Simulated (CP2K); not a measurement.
# CF3 (trifluoromethyl radical) at UPBE/DZVP-MOLOPT-SR-GTH (core potential)

Aim: the energy change on altering one bond length of CF3 (trifluoromethyl radical) at UPBE/DZVP-MOLOPT-SR-GTH (core potential), from 2 runs. 

Program for the calculation: CP2K 2026.2.

2 further runs of the same task are left out: 2 set aside as unsound or not needed.

## (1) The system as given

CF3: 4 atoms, total charge 0, spin state doublet. SMILES: `F[C](F)F`. Geometry: relaxed at PBE0-D4/def2-TZVP.

Bond lengths: F1–C2 1.313 Å, C2–F3 1.313 Å, C2–F4 1.313 Å. Angles: F1–C2–F3 111.4°, F1–C2–F4 111.4°, F3–C2–F4 111.4°.

## (2) The energy at UPBE/DZVP-MOLOPT-SR-GTH (core potential)

The input, calc.inp:

```
&GLOBAL
  PROJECT_NAME calc
  RUN_TYPE ENERGY
  PRINT_LEVEL MEDIUM
&END GLOBAL

&FORCE_EVAL
  METHOD QUICKSTEP
  &DFT
    BASIS_SET_FILE_NAME BASIS_MOLOPT
    POTENTIAL_FILE_NAME GTH_POTENTIALS
    MULTIPLICITY 2
    LSD T
    &QS
      METHOD GPW
      EPS_DEFAULT 1.0E-10
    &END QS
    &MGRID
      CUTOFF 400
      REL_CUTOFF 50
      NGRIDS 4
    &END MGRID
    &POISSON
      PERIODIC NONE
      POISSON_SOLVER MULTIPOLE
    &END POISSON
    &SCF
      SCF_GUESS ATOMIC
      EPS_SCF 1.0E-06
      MAX_SCF 30
      &OT
        MINIMIZER CG
        PRECONDITIONER FULL_SINGLE_INVERSE
      &END OT
      &OUTER_SCF
        EPS_SCF 1.0E-06
        MAX_SCF 10
      &END OUTER_SCF
    &END SCF
    &XC
      &XC_FUNCTIONAL PBE
      &END XC_FUNCTIONAL
    &END XC
    &PRINT
      &MOMENTS
        PERIODIC F
        REFERENCE COM
        MAX_MOMENT 1
      &END MOMENTS
      &MO_CUBES
        NLUMO 3
        NHOMO -1
        WRITE_CUBE F
      &END MO_CUBES
      &HIRSHFELD OFF
      &END HIRSHFELD
    &END PRINT
  &END DFT
  &SUBSYS
    &CELL
      ABC 8.9 9.1 7.6
      PERIODIC NONE
    &END CELL
    &COORD
      UNIT bohr
      F     -2.3196388     0.0470542     0.5015333
      C     -0.0746442    -0.1124387    -0.5417845
      F      1.2451405    -1.9745748     0.4295347
      F      1.1491425     2.0399594    -0.3890946
    &END COORD
    &TOPOLOGY
      &CENTER_COORDINATES
      &END CENTER_COORDINATES
    &END TOPOLOGY
    &KIND F
      BASIS_SET DZVP-MOLOPT-SR-GTH-q7
      POTENTIAL GTH-PBE-q7
    &END KIND
    &KIND C
      BASIS_SET DZVP-MOLOPT-SR-GTH-q4
      POTENTIAL GTH-PBE-q4
    &END KIND
  &END SUBSYS
&END FORCE_EVAL
```

Run with:

```sh
$ OMP_NUM_THREADS=1 cp2k.psmp -i calc.inp -o calc.out
```

The program printed:

```text
CP2K| version string:                                       CP2K version 2026.2
[...]
 GLOBAL| Method name                                                        CP2K
[...]
 GLOBAL| Run type                                                         ENERGY
[...]
 DFT| Spin unrestricted (spin-polarized) Kohn-Sham calculation               UKS
 DFT| Multiplicity                                                             2
[...]
 DFT| Charge                                                                   0
[...]
 FUNCTIONAL| PBE:
 QS| Method:                                                                 GPW
[...]
 QS| Density cutoff [a.u.]:                                                200.0
[...]
 QS| Relative density cutoff [a.u.]:                                        25.0
[...]
                             - Atoms:                                          4
[...]
                             - Spherical basis functions:                     52
[...]
 Number of electrons:                                                         13
[...]
     1 OT CG       0.80E-01    1.2     0.08789902       -75.7012238491 -7.57E+01
[...]
     7 OT CG       0.22E+00    1.2     0.00000083       -78.3483441163 -5.07E-10
  *** SCF run converged in     7 steps ***
[...]
  Overlap energy of the core charge distribution:               0.00000002077137
  Self energy of the core charge distribution:               -206.27230609385376
  Core Hamiltonian energy:                                     58.61670016134040
  Hartree energy:                                              85.01726898226006
  Exchange-correlation energy:                                -15.71000718678171
  Total energy:                                               -78.34834411626363
[...]
                     Mulliken Population Analysis
 #  Atom  Element  Kind  Atomic population (alpha,beta) Net charge  Spin moment
       1     F        1         3.591014     3.520279    -0.111294     0.070735
       2     C        2         2.226991     1.439028     0.333981     0.787963
       3     F        1         3.590909     3.520277    -0.111185     0.070632
       4     F        1         3.591086     3.520416    -0.111502     0.070670
 # Total charge and spin       13.000000    12.000000     0.000000     1.000000
[...]
  Dipole moment [Debye]
    X= -0.2947264E-01 Y= -0.4439713E-01 Z= -0.2056412E+00  Total=      0.2124337
[...]
 HOMO - LUMO gap [eV] :    7.394330
 ENERGY| Total FORCE_EVAL ( QS ) energy [hartree]            -78.348344116263632
[...]
```

Run time: 71 s. Hardware: 1 thread of Arm Neoverse V1, shared host; peak memory 0.7 GiB.

## (3) The distorted shape, same level

The input, calc.inp:

```
&GLOBAL
    PROJECT calc
    RUN_TYPE ENERGY
    PRINT_LEVEL MEDIUM
&END GLOBAL

&FORCE_EVAL
    METHOD QUICKSTEP
    &DFT
        BASIS_SET_FILE_NAME BASIS_MOLOPT
        POTENTIAL_FILE_NAME GTH_POTENTIALS
        CHARGE 0
        MULTIPLICITY 2
        UNRESTRICTED_KOHN_SHAM T
        &QS
            METHOD GPW
            EPS_DEFAULT 1.0E-10
        &END QS
        &MGRID
            CUTOFF 400
            REL_CUTOFF 50
            NGRIDS 4
        &END MGRID
        &POISSON
            PERIODIC NONE
            POISSON_SOLVER MULTIPOLE
        &END POISSON
        &SCF
            SCF_GUESS ATOMIC
            EPS_SCF 1.0E-06
            MAX_SCF 40
            &OT ON
                MINIMIZER DIIS
                PRECONDITIONER FULL_ALL
            &END OT
            &OUTER_SCF
                EPS_SCF 1.0E-06
                MAX_SCF 5
            &END OUTER_SCF
        &END SCF
        &XC
            &XC_FUNCTIONAL PBE
            &END XC_FUNCTIONAL
        &END XC
        &PRINT
            &MOMENTS
                PERIODIC F
                REFERENCE COM
                MAX_MOMENT 1
            &END MOMENTS
            &MO_CUBES
                NLUMO 1
                NHOMO -1
                WRITE_CUBE F
            &END MO_CUBES
            &HIRSHFELD OFF
            &END HIRSHFELD
        &END PRINT
    &END DFT
    &SUBSYS
        &CELL
            ABC [angstrom] 9.1 9.1 7.6
            PERIODIC NONE
        &END CELL
        &COORD
            SCALED T
            F    0.38656286   0.50222604   0.54176934
            C    0.53668989   0.49156044   0.45823066
            F    0.61343714   0.38327473   0.52586224
            F    0.60785473   0.61672527   0.46886224
        &END COORD
        &KIND F
            BASIS_SET DZVP-MOLOPT-SR-GTH-q7
            POTENTIAL GTH-PBE-q7
        &END KIND
        &KIND C
            BASIS_SET DZVP-MOLOPT-SR-GTH-q4
            POTENTIAL GTH-PBE-q4
        &END KIND
    &END SUBSYS
&END FORCE_EVAL
```

Run with:

```sh
$ OMP_NUM_THREADS=1 cp2k.psmp calc.inp > calc.out
```

The program printed:

```text
CP2K| version string:                                       CP2K version 2026.2
[...]
 GLOBAL| Method name                                                        CP2K
[...]
 GLOBAL| Run type                                                         ENERGY
[...]
 DFT| Spin unrestricted (spin-polarized) Kohn-Sham calculation               UKS
 DFT| Multiplicity                                                             2
[...]
 DFT| Charge                                                                   0
[...]
 FUNCTIONAL| PBE:
 QS| Method:                                                                 GPW
[...]
 QS| Density cutoff [a.u.]:                                                200.0
[...]
 QS| Relative density cutoff [a.u.]:                                        25.0
[...]
                             - Atoms:                                          4
[...]
                             - Spherical basis functions:                     52
[...]
 Number of electrons:                                                         13
[...]
     1 OT DIIS     0.15E+00    1.3     0.09737301       -75.9162073197 -7.59E+01
[...]
     3 OT DIIS     0.15E+00    1.4     0.00000067       -78.3382807663 -2.41E-09
  *** SCF run converged in     3 steps ***
[...]
  Overlap energy of the core charge distribution:               0.00000001386818
  Self energy of the core charge distribution:               -206.27230609385376
  Core Hamiltonian energy:                                     58.21903180014364
  Hartree energy:                                              85.32589646305880
  Exchange-correlation energy:                                -15.61090294950972
  Total energy:                                               -78.33828076629288
[...]
                     Mulliken Population Analysis
 #  Atom  Element  Kind  Atomic population (alpha,beta) Net charge  Spin moment
       1     F        1         3.648460     3.566914    -0.215374     0.081547
       2     C        2         2.202632     1.424002     0.373366     0.778629
       3     F        1         3.574423     3.504467    -0.078891     0.069956
       4     F        1         3.574485     3.504617    -0.079101     0.069868
 # Total charge and spin       13.000000    12.000000    -0.000000     1.000000
[...]
  Dipole moment [Debye]
    X=  0.9375119E+00 Y= -0.7510194E-01 Z= -0.4660132E+00  Total=      1.0496367
[...]
 HOMO - LUMO gap [eV] :    6.198738
 ENERGY| Total FORCE_EVAL ( QS ) energy [hartree]            -78.338280766292883
[...]
```

Wall time 61 s (1 thread of Arm Neoverse V1, shared host); peak memory 0.76 GiB.

## (4) Results

At UPBE/DZVP-MOLOPT-SR-GTH (core potential):

| quantity | value |
| --- | --- |
| first shape: total energy | -78.34834 Eh |
| first shape: dipole moment | 0.21 D |
| first shape: HOMO energy (highest over α and β) | -5.89 eV |
| first shape: LUMO energy (lowest over α and β) | -2.81 eV |
| first shape: ⟨S²⟩ | 0.751 |
| distorted shape: total energy | -78.33828 Eh |
| distorted shape: dipole moment | 1.05 D |
| distorted shape: HOMO energy (highest over α and β) | -6.57 eV |
| distorted shape: LUMO energy (lowest over α and β) | -3.58 eV |
| distorted shape: ⟨S²⟩ | 0.752 |
| energy change with the F1–C2 bond stretched from 1.313 to 1.510 Å | 0.274 eV |

In words: With the F1–C2 bond stretched from 1.313 to 1.510 Å the energy rises by 0.27 eV (6.3 kcal/mol). The first shape isn't relaxed at this level, so the change isn't measured from a minimum.
